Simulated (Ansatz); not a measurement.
A nudged elastic band was laid between two geometries of AlClFH + H2 (6 atoms, charge 0, multiplicity 1).

Theory: Ansatz, RKS revPBE-D4/def2-SVP.

```
movable images  : 9
climbing image  : yes
spring          : 5.0 eV/Å²
optimiser       : quadratic models (default)
start path      : straight line
force threshold : 0.05 eV/Å
iteration limit : 60
end points      : relaxed
```

First end point:

```xyz
6
Properties=species:S:1:pos:R:3
Al 0.025 0.134 0.237
Cl -0.055 0.741 2.265
H 1.377 0.081 -0.578
F -1.437 -0.065 -0.571
H 0.000 -2.201 0.513
H 0.122 -1.955 1.234
```

Last end point:

```xyz
6
Properties=species:S:1:pos:R:3
Al 0.410 -0.814 -0.079
Cl -0.081 0.007 2.373
H 1.370 0.313 -0.662
F -1.290 -0.419 -0.133
H 0.725 -2.362 0.099
H -1.103 0.009 1.502
```

Question: What changes between the two ends?

Answer: Bonds broken: Al1–Cl2, H5–H6. Bonds formed: Al1–H5, Cl2–H6. AlClFH + H2 becomes AlClFH3.

Question: What energy profile does the band end with?

Answer: The run converged. The highest image is number 4 of 0 to 10, 1.29 eV above the first end and 0.18 eV above the last; the last end lies 1.11 eV above the first. Another band between the same ends (9 images) ends at a top of the same energy, where a vibrational analysis finds 1 clearly imaginary mode. The orbitals stay closed-shell, which can raise the energy where a bond breaks towards radicals; this wasn't checked here.

```
image  path coordinate (Å)  energy (eV)  Al1–Cl2 (Å)  H5–H6 (Å)  Al1–H5 (Å)
    0                 0.00         0.00         2.12       0.77        2.35
    1                 0.40         0.06         2.14       0.78        2.21
    2                 0.80         0.40         2.20       0.82        1.96
    3                 1.20         1.09         2.37       1.07        1.75
    4                 1.60         1.29         2.58       1.52        1.64
    5                 2.13         1.27         2.69       2.16        1.61
    6                 2.66         1.24         2.70       2.79        1.60
    7                 3.19         1.23         2.69       3.16        1.60
    8                 3.72         1.22         2.70       3.41        1.60
    9                 4.25         1.17         2.70       3.47        1.59
   10                 4.78         1.11         2.63       3.31        1.59
```

Question: What is the geometry of the highest image?

Answer: 
```xyz
6
Properties=species:S:1:pos:R:3
Al 0.067 -0.425 -0.153
Cl -0.015 0.001 2.387
H 1.419 0.215 -0.676
F -1.420 0.136 -0.718
H 0.013 -1.950 0.459
H -0.033 -1.242 1.801
```

Time of the run: 3.5 min on 1 thread of Arm Neoverse V1, on a shared host, peak memory 0.12 GiB.
